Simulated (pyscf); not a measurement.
O=V(OH)(OH)–F + water (H₂O) -> O=V(OH)(OH)–OH + hydrogen fluoride (HF) (four-centre exchange; singlet surface; F–V, H–O broken, O–V, F–H formed). Structures and frequencies: ωB97X-D3(BJ)/def2-SVP in PySCF. Energies in eV from the separated reactants.

```json
[
 {"level": "ωB97X-D3(BJ)/def2-TZVP", "barrier": "0.52", "reaction energy": "+0.33"},
 {"level": "B3LYP-D3(BJ)/def2-TZVP", "barrier": "0.52", "reaction energy": "+0.34"},
 {"level": "PBE0-D3(BJ)/def2-TZVP", "barrier": "0.48", "reaction energy": "+0.33"},
 {"level": "M06-2X/def2-TZVP", "barrier": "0.41", "reaction energy": "+0.27"},
 {"level": "ωB97M-D3(BJ)/def2-TZVP", "barrier": "0.55", "reaction energy": "+0.34"},
 {"level": "HF/def2-TZVP", "barrier": "1.18", "reaction energy": "+0.36"}
]
```

The functionals in the table span 0.13 eV in this barrier, from M06-2X to ωB97M-D3(BJ). On the reactant side the descent ends in a complex (not fully relaxed), 0.21 eV under the separated species and 0.72 eV under the saddle at ωB97X-D3(BJ)/def2-TZVP. On the product side the descent ends in a bound adduct, 0.35 eV under the separated species and 0.53 eV under the saddle at ωB97X-D3(BJ)/def2-TZVP. One saddle was located; it need not be the lowest between these sides.
